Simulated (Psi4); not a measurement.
# C3H3 (propargyl radical): the vertical ionisation energy from total energies

The species is C3H3 (6 atoms), meant as a doublet with charge 0. SMILES: `[CH]=C=C`. The coordinates come from a PBE0-D4/def2-TZVP relaxation.

Both states at this one shape; open shells run unrestricted unless said. 1 Eh = 27.2114 eV.

| level | program | doublet C3H3 (Eh) | singlet [C3H3]+ (Eh) |
| --- | --- | --- | --- |
| U-revPBE/def2-SVPD | Psi4 | -115.892172 | -115.575791 |
| UB3LYP/6-31G* (spherical functions) | Psi4 | -115.998461 | -115.688036 |
| UCCSD/def2-SVPD, 3 core orbitals frozen | Psi4 | -115.571388 | -115.256619 |

Work out the vertical ionisation energy at each level.


1. U-revPBE/def2-SVPD: -115.575791 − (-115.892172) = 0.316381 Eh = 8.61 eV.
2. UB3LYP/6-31G* (spherical functions): -115.688036 − (-115.998461) = 0.310425 Eh = 8.45 eV.
3. UCCSD/def2-SVPD: -115.256619 − (-115.571388) = 0.314769 Eh = 8.57 eV.

No measured value is set beside it here; the levels span 8.45 to 8.61 eV. The first state is spin-contaminated at UCCSD/def2-SVPD (⟨S²⟩ = 0.96).
